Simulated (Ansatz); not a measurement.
Two isomers of C3H6FN: A = `C/C=C(\N)F`, B = `CC/N=C\F`.

Calculated with Ansatz (gas phase, PBE0-D4/def2-TZVP geometries, no zero-point term in ΔE). CCSD(T)/CBS adds triple-zeta CCSD(T) − MP2 to the extrapolated MP2 energy (def2 sets, frozen cores). Double bonds are as drawn, so ΔE can hold a change between cis and trans. Functionals use def2-TZVPP. B3LYP here is the variant with VWN-RPA as its local correlation; programs differ in this. One conformer a species, not always the lowest.

Q: Which is lower in electronic energy at CCSD(T)/CBS, and by how much? (Best estimate.)

A: Ansatz gave: A, by 2.3 kJ/mol.

Q: Give E(B) − E(A) in kJ/mol with B3LYP, CCSD(T)/def2-TZVPP, ωB97M-V, r2SCAN-D4, CCSD(T)/def2-SVP, B2PLYP, B3LYP-D4. (An estimate is asked.)

A: The calculation gave: B3LYP 2.9, CCSD(T)/def2-TZVPP -2.3, ωB97M-V 5.6, r2SCAN-D4 7.1, CCSD(T)/def2-SVP -13.2, B2PLYP 0.2, B3LYP-D4 3.9. The order is the other way round with CCSD(T)/def2-TZVPP, CCSD(T)/def2-SVP.

Q: Does the order hold for the free energy at 298.15 K (harmonic terms from PBE0-D4)? (An estimate is asked.)

A: The calculation gave: Yes: G(B) − G(A) = +2.0 kJ/mol, for one conformer each. Modes under 60 cm⁻¹, often nearly free rotors, make the harmonic entropy too high.

Largest T1 diagnostic: 0.012.

From r2SCAN to r2SCAN0 (25 % exact exchange), in def2-TZVPP and without D4, E(B) − E(A) moves by +3.4 kJ/mol. Leaving LDA and LC-ωPBE aside and taking each functional with its dispersion term where it has one, the values, not all of them listed here, spread over 11.1 kJ/mol, from BLYP-D4 to r2SCAN0-D4. LDA lies +14.9 kJ/mol from PBE without D4.
